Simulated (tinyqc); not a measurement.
FCI on RHF in the sto-6g basis, frozen core, for OH-, spin multiplicity 1, step by step. The basis has no diffuse functions, so it cannot describe the extra electron: this is an exercise in the method, not the real anion. One step of it, computed by the program tinyqc.

Task: FCI: roots. Diagonalise (each vector has its largest component positive (the first on a tie)); all determinants have Ms = 0, so triplets appear too. The lowest singlet root is the correlation energy.

Occupation strings over the orbitals (2 doubly, a alpha, b beta, 0 empty; spin orbitals ordered 1a 1b 2a 2b ...): 222220 22a22b 2a222b 22b22a 2b222a 222202 222022 220222 2ab222 2ba222 202222

H - E(HF) between determinants (hartree), lower triangle:
```
           222220     22a22b     2a222b     22b22a     2b222a     222202     222022     220222
222220   0.000000
22a22b   0.000000   0.566659
2a222b   0.000000   0.014274   1.112428
22b22a   0.000000  -0.176327  -0.031161   0.566659
2b222a   0.000000  -0.031161  -0.108951   0.014274   1.112428
222202   0.037982  -0.011812  -0.036040   0.011812   0.036040   0.757515
222022   0.037982  -0.011812  -0.036040   0.011812   0.036040   0.047461   0.757515
220222   0.176327   0.034269   0.117906  -0.034269  -0.117906   0.036704   0.036704   1.215458
2ab222  -0.031161  -0.117906   0.075091   0.081862  -0.038566   0.047073   0.047073   0.001531
2ba222   0.031161   0.081862  -0.038566  -0.117906   0.075091  -0.047073  -0.047073  -0.001531
202222   0.108951  -0.038566  -0.011857   0.038566   0.011857   0.154158   0.154158   0.137840

           2ab222     2ba222    202222
2ab222   1.691358
2ba222  -0.137840   1.691358
202222   0.054550  -0.054550  2.318138
```

Give: lowest roots of this matrix, relative to E(HF); lowest vectors; <S^2> of these roots; weight of the ground state by excitation level 0, 1, 2, ....

Result:

lowest roots of this matrix, relative to E(HF) (hartree): -0.0319  0.3888  0.6965  0.7101  0.7463  1.0014  1.0660  1.3923

lowest vectors:
```
         root 1  root 2   root 3   root 4
222220   0.9884  0.0000  -0.0235   0.0000
22a22b   0.0079  0.7066   0.6868   0.0000
2a222b   0.0085  0.0181  -0.0823   0.0000
22b22a  -0.0079  0.7066  -0.6868   0.0000
2b222a  -0.0085  0.0181   0.0823   0.0000
222202  -0.0339  0.0000  -0.0469   0.7071
222022  -0.0339  0.0000  -0.0469  -0.7071
220222  -0.1361  0.0000  -0.0494   0.0000
2ab222   0.0197  0.0213   0.1309   0.0000
2ba222  -0.0197  0.0213  -0.1309   0.0000
202222  -0.0340  0.0000   0.0373   0.0000
```

<S^2> of these roots: 0.0000  2.0000  0.0000  0.0000  0.0000  2.0000  0.0000  0.0000

weight of the ground state by excitation level 0, 1, 2, ...: 0.9770  0.0003  0.0227
